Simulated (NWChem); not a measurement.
System: methanol (CH₄O); SMILES CO

NWChem input:

```
start job
memory heap 200 mb stack 900 mb global 1100 mb
geometry units angstroms
  C     -0.008379    -0.639520     0.000000
  O     -0.090741     0.755379     0.000000
  H      0.500926    -1.049112    -0.894875
  H     -1.034765    -1.035935     0.000000
  H      0.500926    -1.049112     0.894875
  H      0.803609     1.108715     0.000000
end
basis spherical
  * library 6-31g*
end
dft
  xc hfexch
  iterations 150
end
driver
  maxiter 120
end
task dft optimize
task dft freq
```

Output (shortened):

```
             Northwest Computational Chemistry Package (NWChem) 7.3.0
             --------------------------------------------------------

 CS  symmetry detected

                             Geometry "geometry" -> ""
                             -------------------------

 Output coordinates in angstroms (scale by  1.889725989 to convert to a.u.)

  No.       Tag          Charge          X              Y              Z
 ---- ---------------- ---------- -------------- -------------- --------------
    1 C                    6.0000    -0.01032978    -0.64951403     0.00000000
    2 O                    8.0000    -0.08784499     0.74566270     0.00000000
    3 H                    1.0000     0.49754911    -1.06087304    -0.89487500
    4 H                    1.0000    -1.03808684    -1.04236067     0.00000000
    5 H                    1.0000     0.49754911    -1.06087304     0.89487500
    6 H                    1.0000     0.80772721     1.09588933     0.00000000

 Effective nuclear repulsion energy (a.u.)      40.4952784031

      Symmetry information
      --------------------

 Group name             Cs
 Group number              2
 Group order               2
 No. of unique centers     5

                                Z-matrix (autoz)
                                --------

 Units are Angstrom for bonds and degrees for angles

      Type          Name      I     J     K     L     M      Value
      ----------- --------  ----- ----- ----- ----- ----- ----------
    1 Stretch                  1     2                       1.39733
    2 Stretch                  1     3                       1.10813
    3 Stretch                  1     4                       1.10028
    4 Stretch                  1     5                       1.10813
    5 Stretch                  2     6                       0.96162
    6 Bend                     1     2     6               108.17866
    7 Bend                     2     1     3               113.33280
    8 Bend                     2     1     4               107.73865
    9 Bend                     2     1     5               113.33280
   10 Bend                     3     1     4               107.19172
   11 Bend                     3     1     5               107.71490
   12 Bend                     4     1     5               107.19172
   13 Torsion                  3     1     2     6         -61.57919
   14 Torsion                  4     1     2     6         180.00000
   15 Torsion                  5     1     2     6          61.57919

  xc_inp: hfexch multiplicative factor not found.

                           NWChem Geometry Optimization
                           ----------------------------

 maximum gradient threshold         (gmax) =   0.000450
 rms gradient threshold             (grms) =   0.000300
 maximum cartesian step threshold   (xmax) =   0.001800
 rms cartesian step threshold       (xrms) =   0.001200
 fixed trust radius                (trust) =   0.300000
 source of zmatrix                         =   autoz

          -------------------
          Energy Minimization
          -------------------

 Using diagonal initial Hessian
 Scaling for Hessian diagonals: bonds = 1.00  angles = 0.25  torsions = 0.10

          --------
          Step   0

                                 NWChem DFT Module
                                 -----------------

 Summary of "ao basis" -> "ao basis" (spherical)
 ------------------------------------------------------------------------------
       Tag                 Description            Shells   Functions and Types
 ---------------- ------------------------------  ------  ---------------------
 C                           6-31g*                  6       14   3s2p1d
 O                           6-31g*                  6       14   3s2p1d
 H                           6-31g*                  2        2   2s

      Symmetry analysis of basis
      --------------------------

        a'         26
        a"         10

[...]

      ----------------------
      Optimization converged
      ----------------------

  Step       Energy      Delta E   Gmax     Grms     Xrms     Xmax
  ---- ---------------- -------- -------- -------- -------- --------
@    4    -115.03423731 -1.2D-07  0.00005  0.00001  0.00042  0.00122
                                     ok       ok       ok       ok

                                Z-matrix (autoz)
                                --------

 Units are Angstrom for bonds and degrees for angles

      Type          Name      I     J     K     L     M      Value     Gradient
      ----------- --------  ----- ----- ----- ----- ----- ---------- ----------
    1 Stretch                  1     2                       1.39903   -0.00005
    2 Stretch                  1     3                       1.08744    0.00001
    3 Stretch                  1     4                       1.08097    0.00001
    4 Stretch                  1     5                       1.08744    0.00001
    5 Stretch                  2     6                       0.94663    0.00001
    6 Bend                     1     2     6               109.47880   -0.00001
    7 Bend                     2     1     3               112.03575   -0.00001
    8 Bend                     2     1     4               107.15988   -0.00000
    9 Bend                     2     1     5               112.03575   -0.00001
   10 Bend                     3     1     4               108.40043    0.00001
   11 Bend                     3     1     5               108.67861    0.00000
   12 Bend                     4     1     5               108.40043    0.00001
   13 Torsion                  3     1     2     6         -61.22455    0.00000
   14 Torsion                  4     1     2     6         180.00000    0.00000
   15 Torsion                  5     1     2     6          61.22455   -0.00000

                         Geometry "geometry" -> "geometry"
                         ---------------------------------

 Output coordinates in angstroms (scale by  1.889725989 to convert to a.u.)

  No.       Tag          Charge          X              Y              Z
 ---- ---------------- ---------- -------------- -------------- --------------
    1 C                    6.0000    -0.01143320    -0.66467611     0.00000000
    2 O                    8.0000    -0.07786443     0.73277150     0.00000000
    3 H                    1.0000     0.49262153    -1.04916552    -0.88352485
    4 H                    1.0000    -1.02797465    -1.03228837     0.00000000
    5 H                    1.0000     0.49262153    -1.04916552     0.88352485
    6 H                    1.0000     0.79859302     1.09045527     0.00000000

 Effective nuclear repulsion energy (a.u.)      40.7945618337

      Symmetry information
      --------------------

 Group name             Cs
 Group number              2
 Group order               2
 No. of unique centers     5

[...]

 Rotational Constants
 --------------------
 A=   4.371829 cm-1  (  6.289947 K)
 B=   0.848555 cm-1  (  1.220855 K)
 C=   0.819311 cm-1  (  1.178780 K)

 Temperature                      =   298.15K
 frequency scaling parameter      =   1.0000

 Zero-Point correction to Energy  =   34.687 kcal/mol  (  0.055277 au)
 Thermal correction to Energy     =   36.729 kcal/mol  (  0.058532 au)
 Thermal correction to Enthalpy   =   37.322 kcal/mol  (  0.059476 au)

 Total Entropy                    =   56.536 cal/mol-K
   - Translational                =   36.308 cal/mol-K (mol. weight =  32.0262)
   - Rotational                   =   18.904 cal/mol-K (symmetry #  =        1)
   - Vibrational                  =    1.324 cal/mol-K

 Cv (constant volume heat capacity) =    8.334 cal/mol-K
   - Translational                  =    2.979 cal/mol-K
   - Rotational                     =    2.979 cal/mol-K
   - Vibrational                    =    2.375 cal/mol-K

[normal modes left out]

 ----------------------------------------------------------------------------
 Normal Eigenvalue ||           Projected Infra Red Intensities
  Mode   [cm**-1]  || [atomic units] [(debye/angs)**2] [(KM/mol)] [arbitrary]
 ------ ---------- || -------------- ----------------- ---------- -----------
    1       -0.000 ||    0.003174           0.073         3.094       0.855
    2       -0.000 ||    0.009280           0.214         9.046       2.501
    3       -0.000 ||    0.020643           0.476        20.124       5.563
    4       -0.000 ||    0.000368           0.008         0.359       0.099
    5        0.000 ||    0.000073           0.002         0.071       0.020
    6        0.000 ||    0.004209           0.097         4.103       1.134
    7      348.034 ||    0.150711           3.477       146.921      40.613
    8     1165.994 ||    0.071223           1.643        69.431      19.193
    9     1189.638 ||    0.081062           1.870        79.023      21.844
   10     1289.583 ||    0.003515           0.081         3.427       0.947
   11     1507.871 ||    0.045502           1.050        44.357      12.261
   12     1639.004 ||    0.011918           0.275        11.619       3.212
   13     1652.552 ||    0.001043           0.024         1.017       0.281
   14     1664.507 ||    0.003148           0.073         3.069       0.848
   15     3182.513 ||    0.065303           1.507        63.661      17.597
   16     3228.826 ||    0.102844           2.373       100.257      27.714
   17     3303.805 ||    0.050788           1.172        49.511      13.686
   18     4102.931 ||    0.043164           0.996        42.079      11.632
 ----------------------------------------------------------------------------
```

Level: Hartree-Fock/6-31G* (spherical d).
